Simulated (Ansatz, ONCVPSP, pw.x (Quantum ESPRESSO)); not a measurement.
## From atom to crystal: ONCV potential for Rh (Z = 45)

* Element: Rh
* Generator: ONCVPSP 4.0.1.1 (patched build)
* Type: optimised norm-conserving Vanderbilt (ONCV)
* Functional: PBEsol
* Relativity: scalar-relativistic
* Frozen core: [Ar] 3d10
* Valence charge: 17
* Reference configuration: 4s2 4p6 4d8 5s0.75 5p0.25
* Partial waves: 4s+5s: rc 1.95 bohr, ncon 3, nbas 6, qcut 4.9 1/bohr, 2 projectors; 4p+5p: rc 2.05 bohr, ncon 4, nbas 8, qcut 6.2 1/bohr, 2 projectors; 4d: rc 1.70 bohr, ncon 3, nbas 8, qcut 7.8 1/bohr, local
* Local potential: the d channel
* Core correction: Teter function, fcfact 3.25, rcfact 1.45

Atomic tests: cutoffs needed: 23 Ha and 26 Ha (the cutoffs (Ha) at which the residual kinetic energy of the hardest occupied pseudo-wave falls to 1 and 0.1 mHa per electron); ghost test: no bound ghost flagged; no localised positive-energy state flagged; configuration tests: 1 of 4 tests not solved or not reliable.

Crystal test: diamond Rh in pw.x 7.5, no spin, 9³ k-points, Fermi–Dirac smearing 0.01 Ry, cutoffs 65/260 Ry. The reference is all-electron LAPW (Ansatz 0.2.0) with the same functional, mesh and smearing; V0 and B0 come from Birch–Murnaghan fits to the pressures at five volumes. Errors are pseudo minus all-electron; Δ is the rms difference of the E(V) curves that follow from these fits, minima aligned, over ±6 % about the mean V0. Mesh and smearing are coarse, so the numbers serve the comparison and aren't converged zero-temperature values; the lattice is a test structure that the element need not adopt.

```
V (Å³/atom)  P all-electron (GPa)  P pseudo (GPa)
     19.129                  8.34            9.58
     19.633                  3.75            4.86
     20.136                 -0.19            0.79
     20.639                 -3.57           -2.70
     21.143                 -6.47           -5.69
```

All-electron: a0 = 5.439 Å (V0 = 20.11 Å³/atom), B0 = 146.8 GPa.

Pseudopotential: mean pressure error (GPa): +1.00; a0 (Å): 5.451; a0 error (%): +0.22; B0 error (%): -0.3; Δ (meV/atom): 4.3. Atomic configuration tests: 1 of 4 tests not solved or not reliable.

Q: At the middle volume, how do free energy and pressure move when the wave cutoff is lowered (ecutrho kept at four times it)?

A:

```csv
cutoff (Ry),shift of F (meV/atom),shift of P (GPa)
29,+7368.4,-210.51
39,+974.8,-45.95
52,+26.8,-2.64
```

Input at the middle volume:

```
&control
  calculation='scf', prefix='x', pseudo_dir='./', outdir='./tmp', tstress=.true., disk_io='low'
/
&system
  ibrav=0, nat=2, ntyp=1, ecutwfc=65, ecutrho=260, nbnd=27,
  occupations='smearing', smearing='fd', degauss=0.01
/
&electrons
  conv_thr=1e-09, mixing_beta=0.4, electron_maxstep=70
/
ATOMIC_SPECIES
Rh 1.0 Rh.UPF
CELL_PARAMETERS angstrom
  0.00000000 2.72055640 2.72055640
  2.72055640 0.00000000 2.72055640
  2.72055640 2.72055640 0.00000000
ATOMIC_POSITIONS crystal
Rh 0.0000 0.0000 0.0000
Rh 0.2500 0.2500 0.2500
K_POINTS automatic
9 9 9 0 0 0
```

```bash
pw.x < Rh.scf.in > Rh.scf.out
```

Lines of the output:

```
Message from routine setup:
     using ibrav=0 with symmetry is DISCOURAGED, use correct ibrav instead
     lattice parameter (alat)  =       7.2706  a.u.
     unit-cell volume          =     271.7689 (a.u.)^3
     number of electrons       =        34.00
     number of Kohn-Sham states=           27
     kinetic-energy cutoff     =      65.0000  Ry
     charge density cutoff     =     260.0000  Ry
     scf convergence threshold =      1.0E-09
     Exchange-correlation= PBESOL
     number of k points=    35  Fermi-Dirac smearing, width (Ry)=  0.0100
     iteration #  1     ecut=    65.00 Ry     beta= 0.40
     total energy              =    -460.75415313 Ry
     estimated scf accuracy    <       0.20637955 Ry
     iteration #  2     ecut=    65.00 Ry     beta= 0.40
     total energy              =    -460.79842231 Ry
     estimated scf accuracy    <       0.01463096 Ry
     iteration #  3     ecut=    65.00 Ry     beta= 0.40
     total energy              =    -460.79930805 Ry
     estimated scf accuracy    <       0.00316140 Ry
     iteration #  4     ecut=    65.00 Ry     beta= 0.40
     total energy              =    -460.79941500 Ry
     estimated scf accuracy    <       0.00001729 Ry
     iteration #  5     ecut=    65.00 Ry     beta= 0.40
     total energy              =    -460.79942185 Ry
     estimated scf accuracy    <       0.00000321 Ry
     iteration #  6     ecut=    65.00 Ry     beta= 0.40
     total energy              =    -460.79942211 Ry
     estimated scf accuracy    <       0.00000011 Ry
     iteration #  7     ecut=    65.00 Ry     beta= 0.40
     total energy              =    -460.79942212 Ry
     estimated scf accuracy    <          7.1E-09 Ry
     iteration #  8     ecut=    65.00 Ry     beta= 0.40
     total energy              =    -460.79942213 Ry
     estimated scf accuracy    <          2.8E-09 Ry
     iteration #  9     ecut=    65.00 Ry     beta= 0.40
     the Fermi energy is    13.9447 ev
!    total energy              =    -460.79942213 Ry
     estimated scf accuracy    <          2.2E-10 Ry
     smearing contrib. (-TS)   =      -0.01325584 Ry
     The total energy is F=E-TS. E is the sum of the following terms:
     one-electron contribution =    -213.57228135 Ry
     hartree contribution      =     121.17357774 Ry
     xc contribution           =     -65.57626162 Ry
     ewald contribution        =    -302.81120106 Ry
     convergence has been achieved in   9 iterations
          total   stress  (Ry/bohr**3)                   (kbar)     P=        7.91
```

The run at the middle volume (35 k-points, 9 iterations) took about 16 s on one core of a shared host (AMD EPYC 9R45 96-Core Processor, 96 threads, 376 GiB, load 71).
